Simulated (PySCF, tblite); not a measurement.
Calculations on `[CH2]COC(C)C` [radical], in the order of a workflow; each names the level of the geometry that it ran on. Settings lines and outputs come from a driver script.

Species: C₅H₁₁O (doublet state).
Bonds: C1–C2, C2–O3, O3–C4, C4–C5, C4–C6. Hydrogens: H7, H8 on C1; H9, H10 on C2; H11 on C4; H12, H13, H14 on C5; H15, H16, H17 on C6.

Step 1: GFN2-xTB geometry optimisation, gas phase (tblite 0.8.0) (from a force-field or distance-geometry start)
```json
{"job": {"kind": "relax", "xc": "GFN2-xTB", "basis": "xTB"}, "charge": 0, "multiplicity": 2}
```
```
step      E/eV     max force
  0    -551.38678    2.000
  1    -551.57643    1.421
  2    -551.67663    0.911
...
130    -552.05220    0.017
131    -552.05225    0.018
132    -552.05228    0.015
133    -552.05230    0.011
134    -552.05231    0.009
```

Energy lowered by 15.3 kcal/mol over 134 steps; largest atomic force 0.009 eV/Å at the end. «max force» is the largest atomic force in eV/Å.

Step 2: GFN2-xTB harmonic vibrations, gas phase (tblite 0.8.0) (on the GFN2-xTB geometry)
```json
{"job": {"kind": "ir", "xc": "GFN2-xTB", "basis": "xTB"}, "charge": 0, "multiplicity": 2}
```
```
(table of modes left out)
```

45 modes from 52 to 3190 cm⁻¹ (unscaled, harmonic); zero-point energy 91.5 kcal/mol; all wavenumbers are real at this level.

Step 3: UKS B3LYP, pcH-1 on C H O, non-relativistic, mean-field spin-orbit, GIAO (PySCF 2.14.0) (on the GFN2-xTB geometry)
```json
{"job": {"kind": "epr", "basis": "pcH-1"}, "charge": 0, "multiplicity": 2}
```
```
...
E = -272.33235365 Eh   <S^2> = 0.7536 (exact 0.7500)
g shifts (ppm)      1          2          3
  rmc          -135       -135       -135
  gc              6         37         18
  oz_so          30        562        838
  total         -99        464        721
hyperfine (MHz)  atom isotope    a_iso     a_fc   dipolar eigenvalues
    0   13C      91.55      91.55    -81.06    -80.51    161.57
    1   13C     -35.49     -35.49     -2.88     -0.64      3.53
    2   17O     -12.06     -12.06     -2.54      0.86      1.67
    3   13C       2.09       2.09     -2.46     -0.99      3.45
    4   13C      -0.43      -0.43     -0.32     -0.24      0.55
    5   13C       0.22       0.22     -0.36     -0.33      0.69
    6    1H     -62.76     -62.76    -39.10     -0.44     39.54
    7    1H     -60.56     -60.56    -39.18     -0.25     39.42
    8    1H      68.50      68.50     -5.56     -4.51     10.07
    9    1H     157.24     157.24     -6.62     -1.86      8.48
   10    1H       1.45       1.45     -7.13     -4.06     11.20
   11    1H       1.11       1.11     -0.79     -0.75      1.54
   12    1H       0.06       0.06     -1.18     -1.10      2.28
   13    1H       2.39       2.39     -0.73     -0.71      1.45
   14    1H       0.31       0.31     -1.52     -1.29      2.81
...
```

⟨S²⟩ 0.754; g_iso 2.0027. rmc, gc and oz_so are the mass-correction, gauge-correction and orbital-Zeeman/spin–orbit parts of the g shift along its three principal axes; a_iso is the isotropic hyperfine coupling and a_fc its Fermi-contact part. The log counts atoms from 0, this text from 1.

Problem. Which step took the most CPU time, and about what did each take on an Arm Neoverse V1 with one thread, no GPU, on a shared host?

Solution. Step 3, about 98 % of the total. CPU time by step: 1: 0.66 s, 2: 0.4 s, 3: 62 s.

Geometry of the electronic-property runs (GFN2-xTB):
```
atom  x, y, z in Å
C1     2.371   -0.481   -0.166
C2     1.601    0.578    0.509
O3     0.318    0.181    0.933
C4    -0.580   -0.172   -0.112
C5    -1.609   -1.127    0.485
C6    -1.262    1.063   -0.706
H7     3.238   -0.228   -0.743
H8     2.147   -1.512    0.026
H9     1.549    1.478   -0.130
H10    2.101    0.892    1.443
H11   -0.015   -0.688   -0.905
H12   -2.306   -1.456   -0.280
H13   -1.109   -1.992    0.911
H14   -2.156   -0.622    1.276
H15   -0.532    1.732   -1.156
H16   -1.972    0.763   -1.471
H17   -1.790    1.602    0.077
```

 (This holds for the electronic-property runs.)

One conformer stands for the species.
